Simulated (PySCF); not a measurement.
# Excitation energies in several basis sets

Hydroxylamine, H₃NO.
Atom-mapped SMILES: `[NH2:1][OH:2]` (hydrogens: H3, H4 on N1; H5 on O2)

TDDFT with PBE0 (PySCF), vertical singlets, core orbitals frozen in the response, spherical d and f functions. Geometry: PBE0-D3(BJ)/def2-SVP, one conformer, isolated molecule.

| basis | functions | diffuse | S1 (eV) | S2 (eV) | S3 (eV) | S4 (eV) | S5 (eV) | LUMO (eV) | α (au) |
| --- | --- | --- | --- | --- | --- | --- | --- | --- | --- |
| 6-31G* | 34 | no | 7.96 | 8.13 | 8.63 | 9.02 | 9.77 | 2.82 | 11.9 |
| 6-31+G* | 42 | yes | 6.72 | 7.13 | 7.65 | 8.11 | 8.49 | 0.84 | 14.8 |
| def2-SVP | 43 | no | 7.33 | 7.77 | 8.22 | 8.57 | 9.07 | 2.09 | 12.0 |
| def2-SVPD | 67 | yes | 6.79 | 7.23 | 7.67 | 8.26 | 8.47 | 0.85 | 17.8 |
| aug-cc-pVDZ | 73 | yes | 6.07 | 6.55 | 7.01 | 7.27 | 7.47 | -0.09 | 18.3 |
| def2-TZVP | 80 | no | 6.93 | 7.37 | 7.84 | 8.23 | 8.73 | 1.21 | 14.8 |
| def2-TZVPD | 104 | yes | 6.43 | 6.85 | 7.34 | 7.80 | 7.94 | 0.44 | 18.4 |
| aug-cc-pVTZ | 161 | yes | 6.08 | 6.55 | 7.04 | 7.23 | 7.49 | -0.12 | 18.7 |

**Question.** How much do these states and the polarisability depend on the basis?

**Answer.** States are compared by their number. Against the largest diffuse basis here (aug-cc-pVTZ, itself not a converged limit), sets without diffuse functions differ by up to 1.88 eV in S1 and 2.28 eV in S5; the smaller diffuse sets differ by up to 0.71 and 1.00 eV. State by state, the largest deviation of a set without diffuse functions is S1 1.88, S2 1.58, S3 1.60, S4 1.80, S5 2.28 eV. The same number needn't mean the same state in each row. Against aug-cc-pVTZ the polarisability deviates by -36% in 6-31G*, -20% in 6-31+G*, -36% in def2-SVP, -4% in def2-SVPD, -2% in aug-cc-pVDZ, -21% in def2-TZVP, -1% in def2-TZVPD. A single + in a Pople set puts diffuse functions on heavy atoms only.
